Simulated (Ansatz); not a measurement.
# HfS, singlet: from triple and quadruple zeta to the limit

```xyz
2

Hf    0.0000    0.0000    0.0000
S     0.0000    0.0000    2.1637
```

Ansatz 0.2.0, RHF determinant, valence electrons correlated, core potentials past Kr. Energies in eV.

```tsv
set	X	functions	Hartree–Fock	MP2 correlation	CCSD(T) correlation	time
def2-TZVPP	3	98	-12108.9667	-7.2032	-8.1381	12 s on 1 × NVIDIA H100 80GB HBM3 with 1 thread of AMD EPYC 7R13 Processor (Zen 3), on a shared host
def2-QZVPP	4	151	-12109.2912	-7.7427	-8.6378	13 s on 1 × NVIDIA H100 80GB HBM3 with 1 thread of AMD EPYC 7R13 Processor (Zen 3), with other jobs on the host
```

Hartree–Fock is taken to follow E(X) = E∞ + A·exp(−7.88·√X), correlation E(X) = E∞ + B·X^−2.97.

Cautions: no spin-orbit coupling; outer-core shells of the metal frozen; restricted determinant unstable towards unrestricted.

Task: Work out the CCSD(T) energy at the limit, and how far the shortcut misses it that extrapolates MP2 and adds CCSD(T) minus MP2 from the smaller set.

Result: Hartree–Fock: E∞ = E4 + 0.1377·(E4 − E3) = -12109.3359. Correlation: E∞ = E4 + 0.7407·(E4 − E3) = -9.0080 for CCSD(T) and -8.1423 for MP2. The limit is -12118.3439 eV, 0.415 eV below def2-QZVPP. The shortcut gives a correlation energy of -8.1423 + (-0.9349) = -9.0773, 69 meV lower than the direct value.

Past Ne part of the Hartree–Fock step between the two sets comes from the cores, which don't follow the formula, so the 45 meV that it adds to the total can overshoot; that part largely cancels in differences.

The exponents were fitted on light atoms, and def2 sets of heavy atoms don't grow evenly, so the limit is rough here.
